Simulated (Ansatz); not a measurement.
Worked example: the barrier

An elementary step of CH₆AlN, singlet (CH₃N ([CH2][NH]) + AlH₃ → CH₆AlN ([CH3][NH][AlH2]); bonds formed: H2–C6; dative contacts that become bonds: Al1–N5; bonds broken: Al1–H2). “Start” is the structure reached by relaxing down from the saddle towards the reactants; PBE0-D4/def2-TZVP structures. The saddle:

```json
{"atom": "Al1", "x (Å)": "-0.9875", "y (Å)": "-0.0185", "z (Å)": "-0.6936"}
{"atom": "H2", "x (Å)": "-0.6107", "y (Å)": "-1.3439", "z (Å)": "0.2484"}
{"atom": "H3", "x (Å)": "-0.8217", "y (Å)": "-0.2940", "z (Å)": "-2.2449"}
{"atom": "H4", "x (Å)": "-2.1374", "y (Å)": "0.8010", "z (Å)": "0.0353"}
{"atom": "N5", "x (Å)": "0.6233", "y (Å)": "0.9416", "z (Å)": "0.0559"}
{"atom": "C6", "x (Å)": "1.0146", "y (Å)": "-0.2285", "z (Å)": "0.4821"}
{"atom": "H7", "x (Å)": "0.3328", "y (Å)": "1.5486", "z (Å)": "0.8176"}
{"atom": "H8", "x (Å)": "1.1388", "y (Å)": "-0.4849", "z (Å)": "1.5343"}
{"atom": "H9", "x (Å)": "1.4478", "y (Å)": "-0.9213", "z (Å)": "-0.2351"}
```

Computed with Ansatz 0.2.0 (basis: def2-TZVPP and def2-QZVPP); correlated methods freeze the cores.

Energies in eV:

| quantity | saddle | start |
| --- | --- | --- |
| Hartree–Fock, triple zeta (X = 3) | -9189.68076 | -9190.81957 |
| Hartree–Fock, quadruple zeta (X = 4) | -9190.01134 | -9191.14819 |
| MP2 correlation, X = 3 | -13.02684 | -12.76230 |
| MP2 correlation, X = 4 | -13.89499 | -13.62121 |
| CCSD(T) correlation, X = 3 | -14.60969 | -14.35933 |

(1) Work out the barrier at the basis limit: extrapolate Hartree–Fock as E(X) = E∞ + A exp(−7.88 √X) and the MP2 correlation as E(X) = E∞ + B X^−2.97 (the exponents that Neese and Valeev fitted for def2-TZVPP and QZVPP), then add CCSD(T) − MP2 in triple zeta.

No T1 diagnostic of these runs exceeds 0.018.

Answers

(1) Each step is linear, so take the differences first (saddle − start): Hartree–Fock 1.13881 (X = 3) and 1.13685 (X = 4); MP2 correlation -0.26454 and -0.27378; CCSD(T) correlation -0.25036.
Two points give E∞ = E(4) + w [E(4) − E(3)], with w = 1/(exp(7.88 (2 − √3)) − 1) = 0.1377 for Hartree–Fock and w = 1/((4/3)^2.97 − 1) = 0.7407 for the correlation.
Hartree–Fock: 1.13685 + 0.1377 × (-0.00196) = 1.1366 eV.
MP2 correlation: -0.27378 + 0.7407 × (-0.00924) = -0.2806 eV.
CCSD(T) − MP2: -0.25036 − (-0.26454) = 0.0142 eV.
Sum: 1.1366 + (-0.2806) + 0.0142 = 0.8702 eV, or 20.07 kcal/mol. Plain CCSD(T) in triple zeta gives 0.8885 eV, so the larger basis shifts the result by -0.0183 eV.

Labels in which every atom is bracketed show which atoms are joined, not bond orders.

For scale, one of the runs: CCSD(T)/def2-TZVPP, 188 basis functions, launched by `ansatz run in.yaml --threads 2 --pin off --events-out ev --progress --plain --max-ram 4352MiB`. Hardware: 2 CPU threads of an Intel Xeon 6975P-C, shared host. Wall time 14 s; peak host memory 2 GiB.
